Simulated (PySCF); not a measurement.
P2H4.
SMILES: `PP`

Torsions of this conformer, `[PH2:1][PH2:2]`: H–P1–P2–H 180°, H–P1–P2–H 87°.

The closed-shell ground state was solved at several levels (PySCF, density fitting, gas phase, non-relativistic). Geometry: PBE0-D3(BJ)/def2-SVP, one conformer, isolated molecule. The dipole stays under 0.02 D at every level.

| level | basis functions | total energy (Eh) | HOMO (eV) | LUMO (eV) | gap (eV) |
| --- | --- | --- | --- | --- | --- |
| PBE0/def2-SVP | 56 | -684.6177 | -6.87 | 0.13 | 7.00 |
| B97-2/pcSseg-2 | 142 | -685.1748 | -6.73 | -0.39 | 6.34 |
| CAM-B3LYP/pcSseg-2 | 142 | -685.1446 | -8.17 | 0.64 | 8.81 |
| LC-wPBE/pcSseg-2 | 142 | -684.9261 | -9.48 | 1.74 | 11.22 |
| PBE0/6-31G* | 44 | -684.7866 | -6.87 | -0.18 | 6.69 |
| PBE0/def2-TZVP | 98 | -684.8564 | -6.91 | -0.26 | 6.65 |
| BHandHLYP/pcSseg-2 | 142 | -685.1224 | -7.87 | 0.53 | 8.40 |
| PBE0/6-311+G(2d,p) | 94 | -684.8541 | -6.94 | -0.47 | 6.47 |
| wB97X-D/pcSseg-2 | 142 | -685.1279 | -8.74 | 1.32 | 10.06 |
| PBE0/STO-3G | 22 | -677.1111 | -3.73 | 5.06 | 8.79 |

Problem. Estimate the row for PBE0/6-31G, a basis of 34 functions; the other rows only guide the guess.

Solution. Total energy -684.7175 Eh, HOMO -6.80 eV, LUMO -0.24 eV, gap 6.56 eV.

Problem. Over all these levels, which gives the widest orbital gap and which the narrowest?

Solution. LC-wPBE/pcSseg-2 (range-separated hybrid) has the widest, 11.22 eV, and B97-2/pcSseg-2 (global hybrid, 21 % exact exchange) the narrowest, 6.34 eV. The two share the basis. From the narrowest to the widest the HOMO moves by -2.75 eV and the LUMO by +2.13 eV.

Problem. How much does the basis alone move the frontier levels among the 6 PBE0 rows (the withheld one included)?

Solution. The HOMO by 3.21 eV and the LUMO by 5.53 eV. By rising basis size (HOMO, LUMO in eV): STO-3G -3.73, 5.06; 6-31G -6.80, -0.24; 6-31G* -6.87, -0.18; def2-SVP -6.87, 0.13; 6-311+G(2d,p) -6.94, -0.47; def2-TZVP -6.91, -0.26.

The pairwise dispersion term of wB97X-D wasn't added to the energies; at a given geometry it leaves orbitals and properties as they are.
